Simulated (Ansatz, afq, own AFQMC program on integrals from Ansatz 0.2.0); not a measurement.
SiH4, triplet: AFQMC among the cluster methods

```xyz
5

Si    0.0009   -0.0816   -0.0811
H    -0.0383    3.6051    3.5801
H    -0.0156   -1.1593    1.0039
H     0.0174    0.9960   -1.1661
H     0.0124   -1.1668   -1.1587
```

Basis 6-31G. Only valence electrons are correlated. Ansatz 0.2.0 and our own AFQMC program on the same integrals; the CISD trial comes from CCSD amplitudes, and released means the phaseless constraint is let go. Uncertainties: one standard error, sampling alone.

Determinant: UHF, the one that the program's search chose, which needn't be the lowest solution. The geometry is a point of a scan.

Full CI on the same integrals is exact in this basis and with this determinant's frozen core.

Cautions: lower spins were not checked; unrestricted determinant slightly spin contaminated (⟨S²⟩ 2.08 against 2.00).

```
T1 diagnostic                               : 0.0237
weight of the determinant in the CISD state : 0.917
⟨S²⟩ of the determinant                     : 2.081
size of the correlated space                : 8 electrons in 16 orbitals
```

```
  level  correlation energy (eV)
    MP2                  -1.4085
   CCSD                  -2.1327
CCSD(T)                  -2.1565
```

(1) Estimate where full CI lies against CCSD(T) on the same integrals.

(1) 0.28 kcal/mol below CCSD(T).

Reference: full CI, correlation energy -2.169 eV. The released energy is read at 2.40 1/Eh (meV from the phaseless value at times in 1/Eh: -1.8 ± 0.9 at 0.24, -2.2 ± 0.8 at 0.51, -2.8 ± 0.5 at 0.99, -2.7 ± 0.5 at 1.62, -3.3 ± 0.5 at 2.40).

| level | E − E(reference) (kcal/mol) | share of correlation (%) |
| --- | --- | --- |
| CCSD(T) | 0.28 | 99.44 |
| CCSDT | 0.03 | 99.94 |
| CCSDT(Q) | 0.00 | 99.99 |
| CCSDTQ | 0.00 | 100.00 |
| ph-AFQMC/CISD | 0.09 ± 0.02 | 99.83 |
| released AFQMC | 0.01 ± 0.01 | 99.98 |

CCSDT and higher add their correlation energy to the determinant of the CCSD(T) run, since their own runs factorise the integrals more tightly (a shift of under 2 meV). A walk keeps the symmetry of its determinant, which the program's search chose and which needn't be the lowest solution, so a lower state of the same spin and another symmetry isn't excluded. Released energies are given only where the last usable release times agree within the noise; a slower fall can still hide under it.
